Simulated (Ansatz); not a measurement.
**CH5AlO: functionals against CCSD(T) at one geometry**

The atoms stand at a structure displaced at random from a GFN2-xTB minimum. How far do the functionals agree with CCSD(T) there?

Computed with Ansatz 0.2.0, Gaussian basis. Level: single points in def2-TZVPP.

Correlated methods freeze the cores.

## (1) The starting structure

SMILES `C[O][AlH2]`, 8 atoms, charge 0, spin multiplicity 1.

Atoms are counted from 1 here; the program's logs count them from 0.

Bond lengths: C1–O2 1.314 Å, C1–H4 1.240 Å, C1–H5 1.238 Å, C1–H6 1.179 Å, O2–Al3 1.724 Å, Al3–H7 1.560 Å, Al3–H8 1.454 Å. Angles: O2–C1–H4 103.9°, O2–C1–H5 110.5°, O2–C1–H6 107.0°, H4–C1–H5 114.9°, H4–C1–H6 104.5°, H5–C1–H6 115.1°, C1–O2–Al3 176.6°, O2–Al3–H7 109.9°, O2–Al3–H8 126.5°, H7–Al3–H8 123.2°.

Coordinates:

```tsv
atom	x (Å)	y (Å)	z (Å)
C1	-0.4410	1.2305	-0.4325
O2	0.0198	0.0682	-0.0291
Al3	0.5444	-1.5010	0.4552
H4	-1.2445	0.9370	-1.3306
H5	0.4892	1.9674	-0.7851
H6	-1.1127	1.6553	0.4387
H7	1.9714	-1.4144	1.0801
H8	-0.2534	-2.7170	0.4586
```

## (2) CCSD(T)/def2-TZVPP

The input, run/in.yaml:

```yaml
crystal:
  periodic: [false, false, false]
  atoms:
    - {symbol: C, position_ang: [-0.441000, 1.230500, -0.432500]}
    - {symbol: O, position_ang: [0.019800, 0.068200, -0.029100]}
    - {symbol: Al, position_ang: [0.544400, -1.501000, 0.455200]}
    - {symbol: H, position_ang: [-1.244500, 0.937000, -1.330600]}
    - {symbol: H, position_ang: [0.489200, 1.967400, -0.785100]}
    - {symbol: H, position_ang: [-1.112700, 1.655300, 0.438700]}
    - {symbol: H, position_ang: [1.971400, -1.414400, 1.080100]}
    - {symbol: H, position_ang: [-0.253400, -2.717000, 0.458600]}
basis:
  gaussian: {orbitals: def2-TZVPP}
correlation: {method: ccsd_t}
output: {forces: true}
```

The command line of these runs was not kept.

## (3) PBE0-D4/def2-TZVPP

run/in.yaml, as its differences from that of step 2:

```diff
@@ -13,3 +13,3 @@
   gaussian: {orbitals: def2-TZVPP}
-correlation: {method: ccsd_t}
-output: {forces: true}
+hamiltonian: {xc: pbe0, dispersion: d4}
+output: {forces: true, orbitals: {seedname: orbitals}}
```

## (4) wB97M-V/def2-TZVPP

run/in.yaml, as its differences from that of step 3:

```diff
@@ -13,3 +13,3 @@
   gaussian: {orbitals: def2-TZVPP}
-hamiltonian: {xc: pbe0, dispersion: d4}
-output: {forces: true, orbitals: {seedname: orbitals}}
+hamiltonian: {xc: {name: wB97M-V}}
+output: {forces: true}
```

## (5) r2SCAN-D4/def2-TZVPP

run/in.yaml, as its differences from that of step 4:

```diff
@@ -13,3 +13,3 @@
   gaussian: {orbitals: def2-TZVPP}
-hamiltonian: {xc: {name: wB97M-V}}
+hamiltonian: {xc: r2scan, dispersion: d4}
 output: {forces: true}
```

## (6) PBE-D4/def2-TZVPP

run/in.yaml, as its differences from that of step 5:

```diff
@@ -13,3 +13,3 @@
   gaussian: {orbitals: def2-TZVPP}
-hamiltonian: {xc: r2scan, dispersion: d4}
+hamiltonian: {xc: pbe, dispersion: d4}
 output: {forces: true}
```

## (7) CAM-B3LYP-D4/def2-TZVPP

run/in.yaml, as its differences from that of step 6:

```diff
@@ -13,3 +13,3 @@
   gaussian: {orbitals: def2-TZVPP}
-hamiltonian: {xc: pbe, dispersion: d4}
+hamiltonian: {xc: {name: CAM-B3LYP}, dispersion: d4}
 output: {forces: true}
```

## (8) r2SCANh-D4/def2-TZVPP

run/in.yaml, as its differences from that of step 7:

```diff
@@ -13,3 +13,3 @@
   gaussian: {orbitals: def2-TZVPP}
-hamiltonian: {xc: {name: CAM-B3LYP}, dispersion: d4}
+hamiltonian: {xc: {name: r2SCANh}, dispersion: d4}
 output: {forces: true}
```

(Steps that only read results are left out.)

Before running it: what results should come out? Wanted: energy less free atoms, CCSD(T)/def2-TZVPP; RMS force component; RMS force error; HOMO and LUMO, PBE0-D4; T1 diagnostic.

As calculated:

| quantity | value |
| --- | --- |
| energy less free atoms, CCSD(T)/def2-TZVPP | -26.178 eV |
| RMS force component | 1.702 to 1.877 eV/Å over the methods |
| RMS force error | PBE0-D4 0.170, wB97M-V 0.083, r2SCAN-D4 0.133, PBE-D4 0.204, CAM-B3LYP-D4 0.103, r2SCANh-D4 0.142 eV/Å |
| HOMO and LUMO, PBE0-D4 | -7.34 and -1.13 eV |
| T1 diagnostic | 0.013 |

What this shows: Against CCSD(T) the functionals' energies less atoms differ by -0.855 to -0.365 eV, PBE-D4 by -0.855 eV. A larger basis would deepen the CCSD(T) value, while the functionals are nearly converged already, so the order here is not reliable. For forces wB97M-V does best and PBE-D4 worst.
